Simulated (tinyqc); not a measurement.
Worked calculation: G0W0 on RHF in the sto-6g basis, for H2O, spin multiplicity 1. One step of it, computed by the program tinyqc.

Problem. G0W0 on Hartree-Fock: HOMO. W(p,q,m) = sqrt2 sum_ia (pq|ia) (X+Y)_ia,m; Sigma_c(x) = sum_(i,m) W^2/(x - e_i + w_m) + sum_(a,m) W^2/(x - e_a - w_m); solve x = e_p + Sigma_c(x) by Newton steps; Z = 1/(1 - dSigma/dx); 1 hartree = 27.211386 eV.

orbital energies (hartree): MO1 -20.510933, MO2 -1.334194, MO3 -0.637814, MO4 -0.496494, MO5 -0.412027, MO6 0.685567, MO7 0.789945

Two-electron integrals over orbitals (pq|rs), unique and non-zero (hartree):
```
(11|11) 4.760666    (21|11) -0.418900   (21|21) 0.060157    (22|11) 1.014525
(22|21) -0.012033   (22|22) 0.746285    (31|31) 0.012198    (32|31) 0.018815
(32|32) 0.148559    (33|11) 0.834718    (33|21) -0.004026   (33|22) 0.669804
(33|33) 0.660592    (41|11) 0.211670    (41|21) -0.026178   (41|22) 0.019388
(41|33) 0.007020    (41|41) 0.031622    (42|11) -0.129483   (42|21) 0.010955
(42|22) 0.020021    (42|33) 0.006504    (42|41) 0.016631    (42|42) 0.116224
(43|31) -0.004812   (43|32) 0.011350    (43|43) 0.046609    (44|11) 1.019809
(44|21) -0.015154   (44|22) 0.674263    (44|33) 0.618018    (44|41) -0.012061
(44|42) -0.103924   (44|44) 0.808431    (51|51) 0.026746    (52|51) 0.031831
(52|52) 0.141542    (53|53) 0.030800    (54|51) -0.015074   (54|52) -0.050918
(54|54) 0.061011    (55|11) 1.117073    (55|21) -0.010996   (55|22) 0.748305
(55|33) 0.649587    (55|41) 0.005241    (55|42) -0.065987   (55|44) 0.739261
(55|55) 0.880663    (61|11) -0.263543   (61|21) 0.041539    (61|22) 0.001152
(61|33) 0.000668    (61|41) -0.003963   (61|42) 0.021140    (61|44) -0.022156
(61|55) -0.006067   (61|61) 0.038605    (62|11) 0.338875    (62|21) -0.007209
(62|22) 0.152347    (62|33) 0.088764    (62|41) 0.019788    (62|42) 0.013969
(62|44) 0.094252    (62|55) 0.166430    (62|61) 0.006458    (62|62) 0.109056
(63|31) 0.004210    (63|32) -0.030610   (63|43) -0.022534   (63|63) 0.060569
(64|11) 0.199115    (64|21) -0.001370   (64|22) 0.080222    (64|33) 0.042353
(64|41) 0.000395    (64|42) -0.035906   (64|44) 0.120067    (64|55) 0.105172
(64|61) -0.000766   (64|62) 0.056985    (64|64) 0.064016    (65|51) 0.016375
(65|52) 0.060055    (65|54) -0.005016   (65|65) 0.040266    (66|11) 0.849612
(66|21) -0.007402   (66|22) 0.641490    (66|33) 0.589539    (66|41) 0.023232
(66|42) 0.059161    (66|44) 0.561370    (66|55) 0.606324    (66|61) 0.008681
(66|62) 0.107426    (66|64) 0.039794    (66|66) 0.618133    (71|31) 0.016251
(71|32) 0.023057    (71|43) -0.006643   (71|63) 0.005084    (71|71) 0.021727
(72|31) 0.013163    (72|32) 0.029912    (72|43) -0.038382   (72|63) 0.037840
(72|71) 0.016615    (72|72) 0.058338    (73|11) 0.353784    (73|21) -0.007791
(73|22) 0.118031    (73|33) 0.090632    (73|41) -0.001497   (73|42) -0.081339
(73|44) 0.160089    (73|55) 0.179984    (73|61) -0.007989   (73|62) 0.078838
(73|64) 0.074361    (73|66) 0.034834    (73|73) 0.152879    (74|31) -0.011078
(74|32) -0.081872   (74|43) 0.009132    (74|63) 0.037245    (74|71) -0.014310
(74|72) -0.013877   (74|74) 0.072397    (75|53) 0.023201    (75|75) 0.022956
(76|31) 0.009660    (76|32) 0.097729    (76|43) 0.039522    (76|63) -0.053862
(76|71) 0.011868    (76|72) -0.016821   (76|74) -0.057978   (76|76) 0.110242
(77|11) 0.865457    (77|21) -0.008641   (77|22) 0.633100    (77|33) 0.626903
(77|41) 0.004590    (77|42) -0.005247   (77|44) 0.614203    (77|55) 0.625433
(77|61) -0.004849   (77|62) 0.071174    (77|64) 0.032616    (77|66) 0.581533
(77|73) 0.078401    (77|77) 0.627809
```

excitation energies w (hartree): [1.175371, 1.247039, 1.255343, 1.354957, 1.496553, 1.687831, 2.242948, 2.268757, 21.273572, 21.344303]

X + Y:
```
            1         2          3          4          5          6          7          8
1>6  0.000000  0.000000  -0.000181   0.000000   0.000000   0.001687   0.000000  -0.000792
1>7  0.000000  0.000000   0.000000   0.002255   0.001218   0.000000  -0.003159   0.000000
2>6  0.000000  0.000000  -0.076177   0.000000   0.000000  -0.300928   0.000000   0.905356
2>7  0.000000  0.000000   0.000000   0.094515  -0.052462   0.000000   0.969431   0.000000
3>6  0.000000  0.000000   0.000000  -0.673148   0.683978   0.000000   0.064343   0.000000
3>7  0.000000  0.000000  -0.272067   0.000000   0.000000   0.858648   0.000000   0.199658
4>6  0.000000  0.000000   0.936453   0.000000   0.000000   0.192207   0.000000   0.091126
4>7  0.000000  0.000000   0.000000   0.709607   0.634955   0.000000  -0.018866   0.000000
5>6  0.966348  0.000000   0.000000   0.000000   0.000000   0.000000   0.000000   0.000000
5>7  0.000000  0.981764   0.000000   0.000000   0.000000   0.000000   0.000000   0.000000

             9         10
1>6   0.998187   0.000000
1>7   0.000000   0.998981
2>6   0.000116   0.000000
2>7   0.000000   0.000313
3>6   0.000000   0.000059
3>7  -0.000101   0.000000
4>6  -0.000008   0.000000
4>7   0.000000  -0.000162
5>6   0.000000   0.000000
5>7   0.000000   0.000000
```

Give: The 12 largest terms at x = e_p; Newton steps; quasiparticle energy of the HOMO; Hartree-Fock value.

Solution.

The 12 largest terms at x = e_p (hartree; W for the signs of X + Y given):
```
q  m        W       term
5  8   0.2775     0.0339
5  6   0.1763     0.0184
2  1   0.0821     0.0032
5  3   0.0521     0.0022
6  1   0.0550    -0.0013
3  2   0.0322     0.0007
7  2   0.0319  -4.15e-04
4  1  -0.0069   3.73e-05
1  1   0.0224   2.35e-05
5  9  -0.0086   3.45e-06
```

Newton steps (hartree):
```
step        x  Sigma_c(x)       Z
0     -0.4120      0.0567  0.9705
1     -0.3570      0.0551  0.9720
2     -0.3569      0.0551  0.9720
```

quasiparticle energy of the HOMO = -9.7120 eV

Hartree-Fock value = -11.2118 eV
